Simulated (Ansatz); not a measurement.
What it costs to change the join: rock-salt TaN (1 1 0) on tetragonal HfO2 (1 0 0)

Periodic stacks without vacuum, rock-salt TaN (1 1 0) on tetragonal HfO2 (1 0 0); both interfaces of a cell carry the change. As cut, the substrate ends in HfO and HfO planes and the film in NTa and NTa planes. All cells share the in-plane lattice within 0.1 %; atoms, period and the film's lateral shift were relaxed first with the CHGNet potential, then at PBE, once from one start each, so registries can end apart. The unchanged cell is such a single relaxation too: if a lower arrangement of it exists, the changes cost more than shown. Left out: 2 cells whose period moved by more than 2.5 % (with added atoms, fell by over 1 % or rose by over 10 %) or whose in-plane lattice differs.

Plane-wave PAW runs of Ansatz (an electronic-structure program), PBE at 420 eV, without spin–orbit coupling or a Hubbard term. The stacks are run without spin polarisation. The cells are models built for this series, cut from the relaxed bulk crystals, not measured interface structures.

| cell | atoms gained or lost | period at the end (Å) | total energy (eV) | energy per atom added, swapped in or removed (eV) |
|---|---|---|---|---|
| unchanged | – | 25.07 | -652298.119 | – |
| 2 Al on Ta sites at each interface | +4 Al, −4 Ta | 24.92 | -614719.409 | ? |
| 2 Mg on Ta sites at each interface | +4 Mg, −4 Ta | 25.32 | -620266.494 | -0.54 |
| 2 O on N sites at each interface | −4 N, +4 O | 24.94 | -653029.962 | -2.01 |
| 2 Si on Ta sites at each interface | +4 Si, −4 Ta | 24.97 | -615110.297 | +0.52 |
| one O vacancy in the substrate about 2 Å from each interface | −2 O | 24.55 | -651158.030 | +5.08 |

References, each relaxed at the same level, per atom: Al from fcc Al, -537.505 eV; Mg from hcp Mg, -1923.802 eV; N from N2 molecule in a box, -384.013 eV; O from O2 molecule in a box, -564.968 eV; Si from silicon, -635.810 eV; Ta from bcc Ta, -9932.250 eV. O2 is the spin-polarised triplet, which PBE overbinds. Gases are single molecules in a box, without zero-point energy.

Q: Work out the missing value, for «2 Al on Ta sites at each interface», and say where it stands among the rows.

A: [-614719.409 − (-652298.119) − 4 × (-537.505) + 4 × (-9932.250)] / 4 = -0.07 eV, number 3 of 5 from the lowest. A positive value means that the change costs energy against the references at 0 K, at PBE.
